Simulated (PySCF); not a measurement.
**H₂CS, singlet: structure and spectrum**

Method: PySCF, PBE, basis C def2-TZVP, S def2-TZVP, H def2-TZVP (no relativity, density fitting).

The structure is a minimum.

* Point group: C2v
* Bond lengths: C–H 1.099 Å (×2), C–S 1.614 Å
* Bond angles: H–C–H 115.5°, H–C–S 122.2° (×2)
* Principal quadrupole moments (Buckingham, traceless) about the centre of mass: -1.92, -1.00, 2.93 D Å
* Rotational constants: 9.688, 0.5876, 0.554 cm⁻¹
* Zero-point energy: 62.9 kJ/mol
* Rotational symmetry number: 2
* Enthalpy at 298.15 K above 0 K: 10.22 kJ/mol
* Principal polarisabilities: 20.1, 24.1, 44.0 bohr³
* Dipole moment: 1.64 D
* Lowest empty level: -3.56 eV
* Highest occupied level: -5.46 eV
* Heat capacity Cp at 298.15 K: 38.3 J/(mol K)
* Entropy at 298.15 K and 1 bar: 231.0 J/(mol K)
* Atomisation energy without zero-point energy: 1392 kJ/mol

Harmonic modes (masses in u: C 12.000, S 31.972, H 1.008):
```json
{"symmetry": "b2", "ω (cm⁻¹)": "971", "IR (km/mol)": "3.6"}
{"symmetry": "b1", "ω (cm⁻¹)": "986", "IR (km/mol)": "40.9"}
{"symmetry": "a1", "ω (cm⁻¹)": "1071", "IR (km/mol)": "11.1"}
{"symmetry": "a1", "ω (cm⁻¹)": "1441", "IR (km/mol)": "5.6"}
{"symmetry": "a1", "ω (cm⁻¹)": "2982", "IR (km/mol)": "37.1"}
{"symmetry": "b2", "ω (cm⁻¹)": "3061", "IR (km/mol)": "10.5"}
```

In C2v the vibrations span 2b2 + b1 + 3a1. Here b1 is antisymmetric to the molecular plane and b2 lies in it.

Charges (e):
| atom | Mulliken | Löwdin | polar tensor | Mayer order to C1 |
| --- | --- | --- | --- | --- |
| C1 | -0.17 | -0.52 | 0.17 | – |
| S2 | -0.12 | 0.32 | -0.20 | 2.13 |
| H3,4 | 0.15 | 0.10 | 0.01 | 0.93 |

Mulliken populations on C1: s 3.29, p 2.82, d 0.06, f 0.00.

Outer orbital energies (eV). occupied: -19.84, -14.86, -11.31, -9.74, -8.06, -5.46; empty: -3.56, 0.71, 1.96, 2.12.

Counting electrons, carbon keeps none of its valence electrons outside its bonds, so the VSEPR class is AX3 and the expected shape is trigonal planar; with unlike ligands the computed point group is C2v.

This need not be the most stable arrangement of these atoms.

The final relaxation and frequency run took 15 s on 2 threads of a shared Arm Neoverse V2 host, with 80 basis functions and 12 gradients; the process peaked at 0.87 GiB.
